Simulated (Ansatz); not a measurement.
## Ansatz (development build ahead of 0.2.0) run

```yaml
crystal:
  periodic: [false, false, false]
  atoms:
    - { symbol: Cl, position_ang: [0.0, 0.0, 0.0] }
    - { symbol: H, position_ang: [2.75739, 0.0, 0.0] }
    - { symbol: H, position_ang: [-2.75739, 0.0, 0.0] }
basis:
  gaussian: { orbitals: "6-31G" }
magnetization:
  initial_magnetization: 3
hamiltonian:
  xc: hf
correlation:
  method: fci
  frozen_orbitals: { Cl: 5, H: 0 }
```

The input is written out in the form of the current development build from the run's settings.

The run gave:

| Property | Result |
| --- | --- |
| Converged | yes |
| Total energy | -460.46506 hartree |
| State | lowest quartet root, of any spatial symmetry |
